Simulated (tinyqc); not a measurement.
Worked calculation: G0W0 on RHF in the sto-3g basis, for LiH, spin multiplicity 1. One step of it, computed by the program tinyqc.

Problem. G0W0 on Hartree-Fock: HOMO. W(p,q,m) = sqrt2 sum_ia (pq|ia) (X+Y)_ia,m; Sigma_c(x) = sum_(i,m) W^2/(x - e_i + w_m) + sum_(a,m) W^2/(x - e_a - w_m); solve x = e_p + Sigma_c(x) by Newton steps; Z = 1/(1 - dSigma/dx); 1 hartree = 27.211386 eV.

orbital energies (hartree): MO1 -2.355930, MO2 -0.263766, MO3 0.075461, MO4 0.163260, MO5 0.163260, MO6 0.476546

Two-electron integrals over orbitals (pq|rs), unique and non-zero (hartree):
```
(11|11) 1.659002    (21|11) -0.103203   (21|21) 0.011260    (22|11) 0.340049
(22|21) 0.004295    (22|22) 0.470580    (31|11) -0.140293   (31|21) 0.010721
(31|22) -0.013428   (31|31) 0.021902    (32|11) 0.019205    (32|21) -0.002848
(32|22) -0.053078   (32|31) 0.000018    (32|32) 0.016066    (33|11) 0.394181
(33|21) -0.009831   (33|22) 0.217594    (33|31) 0.001413    (33|32) 0.010721
(33|33) 0.334542    (41|41) 0.009814    (42|41) 0.007334    (42|42) 0.022212
(43|41) 0.010308    (43|42) 0.019607    (43|43) 0.041294    (44|11) 0.396334
(44|21) -0.003911   (44|22) 0.258369    (44|31) -0.005031   (44|32) 0.008826
(44|33) 0.281203    (44|44) 0.312946    (51|51) 0.009814    (52|51) 0.007334
(52|52) 0.022212    (53|51) 0.010308    (53|52) 0.019607    (53|53) 0.041294
(54|54) 0.016869    (55|11) 0.396334    (55|21) -0.003911   (55|22) 0.258369
(55|31) -0.005031   (55|32) 0.008826    (55|33) 0.281203    (55|44) 0.279207
(55|55) 0.312946    (61|11) 0.065648    (61|21) -0.009480   (61|22) -0.007615
(61|31) -0.003918   (61|32) 0.002356    (61|33) 0.011518    (61|44) 0.001238
(61|55) 0.001238    (61|61) 0.010395    (62|11) -0.063818   (62|21) 0.002824
(62|22) 0.116211    (62|31) 0.002717    (62|32) -0.038183   (62|33) -0.017075
(62|44) -0.027210   (62|55) -0.027210   (62|61) 0.000226    (62|62) 0.127002
(63|11) 0.019427    (63|21) -0.002745   (63|22) -0.053377   (63|31) 0.004169
(63|32) 0.012375    (63|33) 0.036074    (63|44) 0.004602    (63|55) 0.004602
(63|61) 0.004358    (63|62) -0.034721   (63|63) 0.027675    (64|41) -0.006133
(64|42) -0.019268   (64|43) -0.013081   (64|64) 0.019783    (65|51) -0.006133
(65|52) -0.019268   (65|53) -0.013081   (65|65) 0.019783    (66|11) 0.359069
(66|21) 0.001724    (66|22) 0.441837    (66|31) -0.011205   (66|32) -0.046190
(66|33) 0.239773    (66|44) 0.264143    (66|55) 0.264143    (66|61) -0.004428
(66|62) 0.117877    (66|63) -0.045214   (66|66) 0.441156
```

excitation energies w (hartree): 0.359849  0.469194  0.469194  0.965130  2.474647  2.538772  2.538772  2.853339

X + Y:
```
             1          2          3          4         5          6         7          8
1>3  -0.000656   0.000000   0.000000  -0.004435  0.991012   0.000000  0.000000  -0.018821
1>4   0.000000   0.005376  -0.009968   0.000000  0.000000  -0.392230  0.915652   0.000000
1>5   0.000000  -0.009968  -0.005376   0.000000  0.000000   0.915652  0.392230   0.000000
1>6  -0.003268   0.000000   0.000000  -0.000127  0.021812   0.000000  0.000000   0.996130
2>3   0.966450   0.000000   0.000000  -0.056844  0.000002   0.000000  0.000000   0.000397
2>4   0.000000  -0.452849   0.839662   0.000000  0.000000  -0.000789  0.001843   0.000000
2>5   0.000000   0.839662   0.452849   0.000000  0.000000   0.001843  0.000789   0.000000
2>6   0.137524   0.000000   0.000000   0.871780  0.001536   0.000000  0.000000   0.000065
```

Give: The 12 largest terms at x = e_p; Newton steps; quasiparticle energy of the HOMO; Hartree-Fock value.

Solution.

The 12 largest terms at x = e_p (hartree; W for the signs of X + Y given):
```
q  m        W       term
2  4   0.1476     0.0226
6  4   0.1596    -0.0149
2  1  -0.0499     0.0069
3  4  -0.0484    -0.0018
5  2   0.0263    -0.0008
4  3   0.0263    -0.0008
6  1  -0.0275    -0.0007
3  1   0.0145  -3.02e-04
4  2  -0.0142  -2.24e-04
5  3   0.0142  -2.24e-04
2  5  -0.0188   1.43e-04
1  5   0.0147   4.76e-05
```

Newton steps (hartree):
```
step        x  Sigma_c(x)       Z
0     -0.2638      0.0100  0.9468
1     -0.2543      0.0095  0.9479
2     -0.2543      0.0095  0.9479
```

quasiparticle energy of the HOMO = -6.9201 eV

Hartree-Fock value = -7.1774 eV
